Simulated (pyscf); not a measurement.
Structures and frequencies: ωB97X-D3(BJ)/def2-SVP in PySCF.

### Question
Estimate the classical barrier height and the reaction energy of HO–SiH₂–F + F–AlH–F -> F–Al(F)–F + silanol (HO–SiH₃) at ωB97M-D3(BJ)/def2-TZVP. The step runs on the singlet surface, breaks F–Si, Al–H and forms Al–F, H–Si; take the separated reactants as zero.

### Answer
ΔE‡ = -10.1 kJ/mol, ΔE = -9.2 kJ/mol. Zero-point energy shifts the barrier by +8.8 kJ/mol. It is a four-centre exchange, with an imaginary mode of 210i cm⁻¹. On the reactant side the descent ends in an adduct with a Al–F contact, 65.2 kJ/mol under the separated species and 41.4 kJ/mol under the saddle at ωB97X-D3(BJ)/def2-TZVP. On the product side the descent ends in an adduct with a Al–Si, Al–H contact, 68.6 kJ/mol under the separated species and 55.5 kJ/mol under the saddle at ωB97X-D3(BJ)/def2-TZVP. At ωB97M-D3(BJ) the saddle lies under the separated reactants, which points to a path from their complex (located at ωB97X-D3(BJ) alone). At ωB97M-D3(BJ) the saddle lies under the separated products, which points to a path from their complex (located at ωB97X-D3(BJ) alone). What is counted as formed (Al–F) is already present as a longer contact in the reactant adduct; forming that adduct is a step of its own. What is counted as broken (Al–H) persists as a longer contact in the product adduct; parting that adduct is a step of its own. At ωB97X-D3(BJ)/def2-TZVP the barrier from the zero used here is -23.8 kJ/mol. One saddle was located; it need not be the lowest between these sides.
